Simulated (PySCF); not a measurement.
Gas-phase thermal properties of CHF

Method: PySCF energies (xtb for GFN2) plus ideal-gas RRHO corrections (1 bar). 6-31G* has spherical d functions here. All species are closed-shell singlets. B3LYP is the form with VWN-RPA correlation. CHF: computed as isolated molecules; such fragments, hydroxides, amides, oligomers or adducts are transient or little studied in the gas. The harmonic model lacks anharmonicity and excited electronic states, which grow with temperature; levels with a mode under 35 cm⁻¹ are left out.

```csv
level,point group,σ,ZPE (kJ/mol),S°298 (J/mol/K),Cp298 (J/mol/K),S°1000 (J/mol/K),H1000 − H298 (kJ/mol)
B3LYP/6-31G*,Cs,1,32.5,223.4,34.4,272.3,29.4
GFN2-xTB,Cs,1,31.9,223.0,34.6,272.4,29.7
HF/6-31G*,Cs,1,35.7,222.8,34.1,270.7,28.7
PBE/def2-SVP,Cs,1,31.4,223.5,34.5,272.9,29.6
PBE0/def2-TZVP,Cs,1,32.7,223.2,34.4,272.1,29.4
```
σ: rotational symmetry number. Electronic degeneracy used: 1. Frequencies are unscaled.
